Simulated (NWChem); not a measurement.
tetrafluoromethane (CF$_{4}$); SMILES FC(F)(F)F

Program: NWChem. The geometry was optimised at PBE0/def2-SVP. Level: M05-2X/def2-SVP with SMD (1 M gas to 1 M solution), gas-phase geometry.

Q: Order these by “cavity-dispersion-structure term (kcal/mol)”, lowest first: methanol; N,N-dimethylformamide; water.

A: methanol (1.4), N,N-dimethylformamide (2.0), water (4.0)
